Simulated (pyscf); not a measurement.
# Routes from H₃C–Si(CH₃)(OH)–OH (SMILES C[Si](C)(O)O) + H• (SMILES [H])

Candidate steps break at most two bonds and form at most two. Each was searched with GFN2-xTB (tblite) first. Single points on ωB97X-D3(BJ)/def2-SVP structures (PySCF, gas phase). Energies: ωB97M-D3(BJ)/def2-TZVP, kJ/mol, from the separated reactants, doublet surface; ΔG‡ with ideal gas, 1 atm, RRHO with modes under 100 cm⁻¹ raised to 100, one conformer, R ln 2 for chiral ones without a mode under 150 cm⁻¹.

```csv
products,type,ΔE‡,ΔE,ΔG‡ 298 K,ΔG‡ 900 K,ν‡ (cm⁻¹)
H₃C–Si(CH₃)(O•)–OH + H₂,hydrogen abstraction,73.1,+55.7,95.5,160.0,974i
CH₄ + H₃C–Si•(OH)–OH,substitution at C,139.5,-53.1,169.0,225.9,1447i
```

Plain bond fissions and candidates not yet searched are not listed, and one of them may be faster. Each barrier is that of the saddle found; lower ones may exist.
